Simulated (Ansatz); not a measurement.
**BSiN (triplet): wB97M-V, B2PLYP over vertical spin and charge gaps, def2-QZVPP**

Aim: run BSiN (triplet) with these functionals over vertical spin and charge gaps, and hold them against the top wave-function level at the same points.

Method: def2-QZVPP, all electrons in the functionals, frozen cores in the correlation of double hybrids and RPA; program: Ansatz 0.2.0, Gaussian basis.

To be run: wB97M-V, B2PLYP, at charge 0, triplet; charge 0, singlet; charge 0, quintet; charge 1, doublet; charge 1, quartet.

2 further runs of the same task are left out: 2 set aside as unsound or not needed.

**1. The system**

The geometry is a PBE0/def2-TZVP stationary point (not a proven minimum).

3 atoms, charge 0, spin multiplicity 3.

Atoms are counted from 1 here; the program's logs count them from 0.

Bond lengths: B1–N2 1.274 Å, N2–Si3 1.674 Å. Angles: B1–N2–Si3 180.0°.

No dispersion term is added; wB97M-V holds VV10 nonlocal correlation.

The geometry shown and the zero of energy belong to the point charge 0, triplet. The yardstick, UCCSD(T), and other wave-function levels (R restricted, U unrestricted, valence and pair active spaces) come from earlier runs.

**2. wB97M-V, charge 0, triplet**

in.yaml reads:

```yaml
crystal:
  periodic: [false, false, false]
  atoms:
    - {symbol: B, position_ang: [0.000000, 0.000000, -1.407767]}
    - {symbol: N, position_ang: [0.000000, 0.000000, -0.133267]}
    - {symbol: Si, position_ang: [0.000000, 0.000000, 1.541033]}
basis:
  gaussian: {orbitals: "def2-QZVPP.json"}
magnetization: {spin_polarized: true, initial_magnetization: 2}
hamiltonian: {xc: {name: wB97M-V}}
output: {orbitals: {seedname: orbitals}}
```

Command:

```console
ansatz run in.yaml --threads 1 --pin off --events-out ev --progress --plain --max-ram 2393MiB
```

What it wrote (excerpt; [...] marks lines left out):

```text
Functional definition: wB97M-V
  name "wB97M-V"
  cite "Mardirossian & Head-Gordon, J. Chem. Phys. 144, 214110 (2016) doi:10.1063/1.4952647"
  cite "Becke, J. Chem. Phys. 107, 8554 (1997) doi:10.1063/1.475007"
  cite "Vydrov & Van Voorhis, J. Chem. Phys. 133, 244103 (2010) doi:10.1063/1.3521275"
  # Of w^i u^j: cxij and so on, Table III.
[...]
  gx(w, u) = 1 - cx + cx01*u + cx10*w
  gss(w, u) = css00 + css04*u^4 + css10*w + css20*w^2 + css43*w^4*u^3
  gos(w, u) = cos00 + cos10*w + (cos20 + cos21*u)*w^2 + (cos60 + cos61*u)*w^6
[...]
      + integral(e_c_pw_mod_opposite_spin*gos(b97_w_opposite, b97_u_opposite)) + vv10(b, c)
717 factors; their error is unknown
167 factors; integrals over basis functions are off by at most 6.5e-5 eV
[...]
mean field -10040.47525160 eV, -368.9806598176 hartree, gradient 7.3e-5 eV, S^2 2.021837; 0 other end points of the search recorded, 0 dependent functions left out
reference -10040.47529251 eV, -368.9806613213 hartree; 14, 12 occupied and 170, 172 virtual orbitals, 717 factors
Total energy: -10040.47529251 eV, -368.9806613213 hartree
```

Wall time 19 s (1 thread of Arm Neoverse V1, shared host); peak memory 0.45 GiB.

From the report: ⟨S²⟩ of the determinant 2.022 (pure triplet: 2.00).

**3. wB97M-V, charge 0, singlet**

in.yaml: that of step 2 with these lines changed.

```diff
@@ -8,3 +8,2 @@
   gaussian: {orbitals: "def2-QZVPP.json"}
-magnetization: {spin_polarized: true, initial_magnetization: 2}
 hamiltonian: {xc: {name: wB97M-V}}
```

Launched as before.

What it wrote (excerpt; [...] marks lines left out):

```text
Functional definition: wB97M-V
  name "wB97M-V"
  cite "Mardirossian & Head-Gordon, J. Chem. Phys. 144, 214110 (2016) doi:10.1063/1.4952647"
  cite "Becke, J. Chem. Phys. 107, 8554 (1997) doi:10.1063/1.475007"
  cite "Vydrov & Van Voorhis, J. Chem. Phys. 133, 244103 (2010) doi:10.1063/1.3521275"
  # Of w^i u^j: cxij and so on, Table III.
[...]
  gx(w, u) = 1 - cx + cx01*u + cx10*w
  gss(w, u) = css00 + css04*u^4 + css10*w + css20*w^2 + css43*w^4*u^3
  gos(w, u) = cos00 + cos10*w + (cos20 + cos21*u)*w^2 + (cos60 + cos61*u)*w^6
[...]
      + integral(e_c_pw_mod_opposite_spin*gos(b97_w_opposite, b97_u_opposite)) + vv10(b, c)
717 factors; their error is unknown
167 factors; integrals over basis functions are off by at most 6.5e-5 eV
[...]
mean field -10041.60390138 eV, -369.0221369320 hartree, gradient 3.4e-5 eV, S^2 0.000000; 0 other end points of the search recorded, 0 dependent functions left out
reference -10041.60394300 eV, -369.0221384616 hartree; 13, 13 occupied and 171, 171 virtual orbitals, 717 factors
Total energy: -10041.60394300 eV, -369.0221384616 hartree
```

Run time: 10 s. Hardware: 1 thread of Arm Neoverse V1, shared host; peak memory 0.35 GiB.

From charge 0, triplet: -1.129 eV.

**4. wB97M-V, charge 0, quintet**

in.yaml: that of step 3 with these lines changed.

```diff
@@ -8,2 +8,3 @@
   gaussian: {orbitals: "def2-QZVPP.json"}
+magnetization: {spin_polarized: true, initial_magnetization: 4}
 hamiltonian: {xc: {name: wB97M-V}}
```

Same command.

What it wrote (excerpt; [...] marks lines left out):

```text
Functional definition: wB97M-V
  name "wB97M-V"
  cite "Mardirossian & Head-Gordon, J. Chem. Phys. 144, 214110 (2016) doi:10.1063/1.4952647"
  cite "Becke, J. Chem. Phys. 107, 8554 (1997) doi:10.1063/1.475007"
  cite "Vydrov & Van Voorhis, J. Chem. Phys. 133, 244103 (2010) doi:10.1063/1.3521275"
  # Of w^i u^j: cxij and so on, Table III.
[...]
  gx(w, u) = 1 - cx + cx01*u + cx10*w
  gss(w, u) = css00 + css04*u^4 + css10*w + css20*w^2 + css43*w^4*u^3
  gos(w, u) = cos00 + cos10*w + (cos20 + cos21*u)*w^2 + (cos60 + cos61*u)*w^6
[...]
      + integral(e_c_pw_mod_opposite_spin*gos(b97_w_opposite, b97_u_opposite)) + vv10(b, c)
717 factors; their error is unknown
167 factors; integrals over basis functions are off by at most 6.5e-5 eV
[...]
mean field -10037.02826220 eV, -368.8539852936 hartree, gradient 7.9e-5 eV, S^2 6.027161; 0 other end points of the search recorded, 0 dependent functions left out
reference -10037.02830175 eV, -368.8539867470 hartree; 15, 11 occupied and 169, 173 virtual orbitals, 717 factors
Total energy: -10037.02830175 eV, -368.8539867470 hartree
```

Run time: 18 s. Hardware: 1 thread of Arm Neoverse V1, shared host; peak memory 0.45 GiB.

From the report: ⟨S²⟩ of the determinant 6.027 (pure quintet: 6.00).

From charge 0, triplet: +3.447 eV.

**5. wB97M-V, charge 1, doublet**

in.yaml: that of step 4 with these lines changed.

```diff
@@ -8,3 +8,4 @@
   gaussian: {orbitals: "def2-QZVPP.json"}
-magnetization: {spin_polarized: true, initial_magnetization: 4}
+total_charge: 1
+magnetization: {spin_polarized: true, initial_magnetization: 1}
 hamiltonian: {xc: {name: wB97M-V}}
```

Launched as before.

What it wrote (excerpt; [...] marks lines left out):

```text
Functional definition: wB97M-V
  name "wB97M-V"
  cite "Mardirossian & Head-Gordon, J. Chem. Phys. 144, 214110 (2016) doi:10.1063/1.4952647"
  cite "Becke, J. Chem. Phys. 107, 8554 (1997) doi:10.1063/1.475007"
  cite "Vydrov & Van Voorhis, J. Chem. Phys. 133, 244103 (2010) doi:10.1063/1.3521275"
  # Of w^i u^j: cxij and so on, Table III.
[...]
  gx(w, u) = 1 - cx + cx01*u + cx10*w
  gss(w, u) = css00 + css04*u^4 + css10*w + css20*w^2 + css43*w^4*u^3
  gos(w, u) = cos00 + cos10*w + (cos20 + cos21*u)*w^2 + (cos60 + cos61*u)*w^6
[...]
      + integral(e_c_pw_mod_opposite_spin*gos(b97_w_opposite, b97_u_opposite)) + vv10(b, c)
717 factors; their error is unknown
167 factors; integrals over basis functions are off by at most 6.5e-5 eV
[...]
mean field -10034.00907801 eV, -368.7430323213 hartree, gradient 3.1e-5 eV, S^2 0.757422; 0 other end points of the search recorded, 0 dependent functions left out
reference -10034.00912305 eV, -368.7430339763 hartree; 13, 12 occupied and 171, 172 virtual orbitals, 717 factors
Total energy: -10034.00912305 eV, -368.7430339763 hartree
```

Wall time 18 s (1 thread of Arm Neoverse V1, shared host); peak memory 0.45 GiB.

From the report: ⟨S²⟩ of the determinant 0.757 (pure doublet: 0.75).

From charge 0, triplet: +6.466 eV.

**6. wB97M-V, charge 1, quartet**

in.yaml: that of step 5 with these lines changed.

```diff
@@ -9,3 +9,3 @@
 total_charge: 1
-magnetization: {spin_polarized: true, initial_magnetization: 1}
+magnetization: {spin_polarized: true, initial_magnetization: 3}
 hamiltonian: {xc: {name: wB97M-V}}
```

The command is unchanged.

What it wrote (excerpt; [...] marks lines left out):

```text
Functional definition: wB97M-V
  name "wB97M-V"
  cite "Mardirossian & Head-Gordon, J. Chem. Phys. 144, 214110 (2016) doi:10.1063/1.4952647"
  cite "Becke, J. Chem. Phys. 107, 8554 (1997) doi:10.1063/1.475007"
  cite "Vydrov & Van Voorhis, J. Chem. Phys. 133, 244103 (2010) doi:10.1063/1.3521275"
  # Of w^i u^j: cxij and so on, Table III.
[...]
  gx(w, u) = 1 - cx + cx01*u + cx10*w
  gss(w, u) = css00 + css04*u^4 + css10*w + css20*w^2 + css43*w^4*u^3
  gos(w, u) = cos00 + cos10*w + (cos20 + cos21*u)*w^2 + (cos60 + cos61*u)*w^6
[...]
      + integral(e_c_pw_mod_opposite_spin*gos(b97_w_opposite, b97_u_opposite)) + vv10(b, c)
717 factors; their error is unknown
167 factors; integrals over basis functions are off by at most 6.5e-5 eV
[...]
mean field -10029.68126431 eV, -368.5839881014 hartree, gradient 5.0e-5 eV, S^2 3.761985; 2 other end points of the search recorded, 0 dependent functions left out
reference -10029.68130963 eV, -368.5839897669 hartree; 14, 11 occupied and 170, 173 virtual orbitals, 717 factors
Total energy: -10029.68130963 eV, -368.5839897669 hartree
```

It took 43 s on 1 thread of Arm Neoverse V1, shared host; peak memory 0.57 GiB.

From the report: ⟨S²⟩ of the determinant 3.762 (pure quartet: 3.75).

From charge 0, triplet: +10.794 eV.

**7. B2PLYP, charge 0, triplet**

in.yaml reads:

```yaml
crystal:
  periodic: [false, false, false]
  atoms:
    - {symbol: B, position_ang: [0.000000, 0.000000, -1.407767]}
    - {symbol: N, position_ang: [0.000000, 0.000000, -0.133267]}
    - {symbol: Si, position_ang: [0.000000, 0.000000, 1.541033]}
basis:
  gaussian: {orbitals: "def2-QZVPP.json"}
magnetization: {spin_polarized: true, initial_magnetization: 2}
hamiltonian: {xc: {name: B2PLYP}}
correlation: {electrons: outside_noble_gas}
```

Same command.

What it wrote (excerpt; [...] marks lines left out):

```text
Functional definition: B2PLYP
  name "B2PLYP"
  cite "Grimme, J. Chem. Phys. 124, 034108 (2006) doi:10.1063/1.2148954"
  cite "Becke, Phys. Rev. A 38, 3098 (1988) doi:10.1103/PhysRevA.38.3098"
  cite "Lee, Yang & Parr, Phys. Rev. B 37, 785 (1988) doi:10.1103/PhysRevB.37.785"
[...]
1120 factors; integrals over basis functions are off by at most 9.1e-4 eV
[...]
mean field -10033.66206974 eV, -368.7302800026 hartree, gradient 4.7e-6 eV, S^2 2.043789; 0 other end points of the search recorded, 0 dependent functions left out
7 core orbitals not correlated: weight in the atoms' cores, before any rotation towards them, 1.000 or more for the frozen orbitals, at most 0.000 for the correlated occupied ones
reference -10033.66219879 eV, -368.7302847450 hartree; 7, 5 occupied and 170, 172 virtual orbitals, 1120 factors
second order -12.00320663 eV of doubles, -0.00000000 eV of singles
Total energy: -10036.90306458 eV, -368.8493843661 hartree
```

It took 14 s on 1 thread of Arm Neoverse V1, shared host; peak memory 0.52 GiB.

From the report: ⟨S²⟩ of the determinant 2.044 (pure triplet: 2.00).

**8. B2PLYP, charge 0, singlet**

in.yaml: that of step 7 with these lines changed.

```diff
@@ -8,3 +8,2 @@
   gaussian: {orbitals: "def2-QZVPP.json"}
-magnetization: {spin_polarized: true, initial_magnetization: 2}
 hamiltonian: {xc: {name: B2PLYP}}
```

Launched as before.

What it wrote (excerpt; [...] marks lines left out):

```text
Functional definition: B2PLYP
  name "B2PLYP"
  cite "Grimme, J. Chem. Phys. 124, 034108 (2006) doi:10.1063/1.2148954"
  cite "Becke, Phys. Rev. A 38, 3098 (1988) doi:10.1103/PhysRevA.38.3098"
  cite "Lee, Yang & Parr, Phys. Rev. B 37, 785 (1988) doi:10.1103/PhysRevB.37.785"
[...]
1120 factors; integrals over basis functions are off by at most 9.1e-4 eV
[...]
mean field -10034.28259824 eV, -368.7530840043 hartree, gradient 2.2e-6 eV, S^2 0.000000; 2 other end points of the search recorded, 0 dependent functions left out
7 core orbitals not correlated: weight in the atoms' cores, before any rotation towards them, 1.000 or more for the frozen orbitals, at most 0.000 for the correlated occupied ones
reference -10034.28272322 eV, -368.7530885971 hartree; 6, 6 occupied and 171, 171 virtual orbitals, 1120 factors
second order -12.96399071 eV of doubles, -0.00000000 eV of singles
Total energy: -10037.78300071 eV, -368.8817214223 hartree
```

It took 12 s on 1 thread of Arm Neoverse V1, shared host; peak memory 0.41 GiB.

From charge 0, triplet: -0.880 eV.

**9. B2PLYP, charge 0, quintet**

in.yaml: that of step 8 with these lines changed.

```diff
@@ -8,2 +8,3 @@
   gaussian: {orbitals: "def2-QZVPP.json"}
+magnetization: {spin_polarized: true, initial_magnetization: 4}
 hamiltonian: {xc: {name: B2PLYP}}
```

Same command.

What it wrote (excerpt; [...] marks lines left out):

```text
Functional definition: B2PLYP
  name "B2PLYP"
  cite "Grimme, J. Chem. Phys. 124, 034108 (2006) doi:10.1063/1.2148954"
  cite "Becke, Phys. Rev. A 38, 3098 (1988) doi:10.1103/PhysRevA.38.3098"
  cite "Lee, Yang & Parr, Phys. Rev. B 37, 785 (1988) doi:10.1103/PhysRevB.37.785"
[...]
1120 factors; integrals over basis functions are off by at most 9.1e-4 eV
[...]
mean field -10030.67198144 eV, -368.6203962841 hartree, gradient 8.6e-6 eV, S^2 6.042117; 3 other end points of the search recorded, 0 dependent functions left out
7 core orbitals not correlated: weight in the atoms' cores, before any rotation towards them, 1.000 or more for the frozen orbitals, at most 0.000 for the correlated occupied ones
reference -10030.67210857 eV, -368.6204009561 hartree; 8, 4 occupied and 169, 173 virtual orbitals, 1120 factors
second order -11.08690615 eV of doubles, -0.00000000 eV of singles
Total energy: -10033.66557323 eV, -368.7304087534 hartree
```

Run time: 32 s. Hardware: 1 thread of Arm Neoverse V1, shared host; peak memory 0.52 GiB.

From the report: ⟨S²⟩ of the determinant 6.042 (pure quintet: 6.00).

From charge 0, triplet: +3.237 eV.

**10. B2PLYP, charge 1, doublet**

in.yaml: that of step 9 with these lines changed.

```diff
@@ -8,3 +8,4 @@
   gaussian: {orbitals: "def2-QZVPP.json"}
-magnetization: {spin_polarized: true, initial_magnetization: 4}
+total_charge: 1
+magnetization: {spin_polarized: true, initial_magnetization: 1}
 hamiltonian: {xc: {name: B2PLYP}}
```

Same command.

What it wrote (excerpt; [...] marks lines left out):

```text
Functional definition: B2PLYP
  name "B2PLYP"
  cite "Grimme, J. Chem. Phys. 124, 034108 (2006) doi:10.1063/1.2148954"
  cite "Becke, Phys. Rev. A 38, 3098 (1988) doi:10.1103/PhysRevA.38.3098"
  cite "Lee, Yang & Parr, Phys. Rev. B 37, 785 (1988) doi:10.1103/PhysRevB.37.785"
[...]
1120 factors; integrals over basis functions are off by at most 9.1e-4 eV
[...]
mean field -10027.21788671 eV, -368.4934606443 hartree, gradient 8.0e-6 eV, S^2 0.758392; 0 other end points of the search recorded, 0 dependent functions left out
7 core orbitals not correlated: weight in the atoms' cores, before any rotation towards them, 1.000 or more for the frozen orbitals, at most 0.000 for the correlated occupied ones
reference -10027.21802258 eV, -368.4934656375 hartree; 6, 5 occupied and 171, 172 virtual orbitals, 1120 factors
second order -11.34744019 eV of doubles, -0.00000000 eV of singles
Total energy: -10030.28183144 eV, -368.6060585360 hartree
```

It took 13 s on 1 thread of Arm Neoverse V1, shared host; peak memory 0.51 GiB.

From the report: ⟨S²⟩ of the determinant 0.758 (pure doublet: 0.75).

From charge 0, triplet: +6.621 eV.

**11. B2PLYP, charge 1, quartet**

in.yaml: that of step 10 with these lines changed.

```diff
@@ -9,3 +9,3 @@
 total_charge: 1
-magnetization: {spin_polarized: true, initial_magnetization: 1}
+magnetization: {spin_polarized: true, initial_magnetization: 3}
 hamiltonian: {xc: {name: B2PLYP}}
```

The command is unchanged.

What it wrote (excerpt; [...] marks lines left out):

```text
Functional definition: B2PLYP
  name "B2PLYP"
  cite "Grimme, J. Chem. Phys. 124, 034108 (2006) doi:10.1063/1.2148954"
  cite "Becke, Phys. Rev. A 38, 3098 (1988) doi:10.1103/PhysRevA.38.3098"
  cite "Lee, Yang & Parr, Phys. Rev. B 37, 785 (1988) doi:10.1103/PhysRevB.37.785"
[...]
1120 factors; integrals over basis functions are off by at most 9.1e-4 eV
[...]
mean field -10023.40067973 eV, -368.3531808751 hartree, gradient 7.0e-6 eV, S^2 3.767627; 0 other end points of the search recorded, 0 dependent functions left out
7 core orbitals not correlated: weight in the atoms' cores, before any rotation towards them, 1.000 or more for the frozen orbitals, at most 0.000 for the correlated occupied ones
reference -10023.40081976 eV, -368.3531860212 hartree; 7, 4 occupied and 170, 173 virtual orbitals, 1120 factors
second order -10.52545100 eV of doubles, -0.00000000 eV of singles
Total energy: -10026.24269153 eV, -368.4576228824 hartree
```

It took 14 s on 1 thread of Arm Neoverse V1, shared host; peak memory 0.52 GiB.

From the report: ⟨S²⟩ of the determinant 3.768 (pure quartet: 3.75).

From charge 0, triplet: +10.660 eV.

**12. Against the wave-function levels**

No level is safe as a reference over these points; UCCSD(T) serves as a yardstick only. It comes from earlier runs at the same points. Energies in eV, counted from charge 0, triplet; blanks weren't run or aren't comparable.

| level | triplet to singlet | triplet to quintet | ionisation to the doublet cation | ionisation to the quartet cation |
| --- | --- | --- | --- | --- |
| UCCSD(T) | -0.947 | 3.051 | 6.694 | 10.712 |
| wB97M-V | -1.129 | 3.447 | 6.466 | 10.794 |
| B2PLYP | -0.880 | 3.237 | 6.621 | 10.660 |

Largest miss and mean time a point (UCCSD(T) took 38 s a point; shared hosts):

| level | largest miss (eV) | where | time a point |
| --- | --- | --- | --- |
| wB97M-V | +0.396 | triplet to quintet | 21 s |
| B2PLYP | +0.187 | triplet to quintet | 17 s |

**13. Summary of results**

| quantity | value |
| --- | --- |
| triplet to singlet, UCCSD(T) | -0.947 eV |
| triplet to quintet, UCCSD(T) | 3.051 eV |
| ionisation to the doublet cation, UCCSD(T) | 6.694 eV |
| ionisation to the quartet cation, UCCSD(T) | 10.712 eV |
| largest miss, wB97M-V | +0.396 eV (triplet to quintet) |
| largest miss, B2PLYP | +0.187 eV (triplet to quintet) |

Of the functionals, B2PLYP keep the smallest largest miss at the points compared (at most 0.187 eV) and wB97M-V strays most (0.396 eV, at triplet to quintet). Functionals and the yardstick converge differently with the basis, so part of each miss in def2-QZVPP is the basis. The yardstick itself may be off where one determinant is a poor start.
